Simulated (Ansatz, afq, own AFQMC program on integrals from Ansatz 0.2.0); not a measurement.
## CNO, doublet in def2-SVP, levels against CCSDT(Q)

```xyz
3

O     0.1879   -2.7445   -1.0355
C    -0.1772   -1.9271   -0.2746
N    -0.5580   -1.0746    0.5192
```

Connectivity, by distances: O–C–N.

Basis def2-SVP. Only valence electrons are correlated. Integrals, coupled cluster, full CI and functionals: Ansatz 0.2.0; the random walks run on the same integrals in our own AFQMC program. ph-AFQMC/CISD is guided by a CISD state made of CCSD amplitudes; releasing the constraint for a short imaginary time cuts its bias at the price of noise, slowly where states lie close. Free projection: walkers drawn from exp(T), propagated without any constraint. Its projection time is finite, and what remains of the start isn't in its error. ± is one standard error of the sampling.

Determinant: UHF, the one that the program's search chose, which needn't be the lowest solution. The geometry is a PBE0/def2-SVP stationary point of this or a neighbouring charge and spin state.

No full CI on the walks' own integrals is used here; CCSDT(Q) serves as the reference and is uncertain by about the last step of the cluster series.

Cautions: unrestricted determinant slightly spin contaminated (⟨S²⟩ 0.85 against 0.75); the released energies get too noisy after the second time (errors over twice the walk's own, or jumping), so no released level is given (meV from the phaseless value at times in 1/Eh: -14 ± 5 at 0.24, -23 ± 5 at 0.50, -62 ± 39 at 1.00); the ph-AFQMC/HF walk drifts between its halves (2.2 errors).

```
T1 diagnostic                               : 0.0280
weight of the determinant in the CISD state : 0.849
⟨S²⟩ of the determinant                     : 0.850
size of the correlated space                : 15 electrons in 39 orbitals
```

Reference: CCSDT(Q), correlation energy -12.410 eV.

| level | E − E(reference) (meV) | share of correlation (%) |
| --- | --- | --- |
| HF | 12410.1 | 0.00 |
| MP2 | 1073.9 | 91.35 |
| CCSD | 547.4 | 95.59 |
| CCSD(T) | 88.4 | 99.29 |
| CCSDT | 55.5 | 99.55 |
| ph-AFQMC/HF | 50.3 ± 29.2 | 99.59 |
| ph-AFQMC/CISD | 41.6 ± 5.2 | 99.66 |
| free AFQMC | 13.3 ± 8.6 | 99.89 |

Free projections are given only where their last times agree within the noise and don't stop above the reference; a slow remainder of the start can still hide under it. A walk keeps the symmetry of its determinant, which the program's search chose and which needn't be the lowest solution, so a lower state of the same spin and another symmetry isn't excluded.
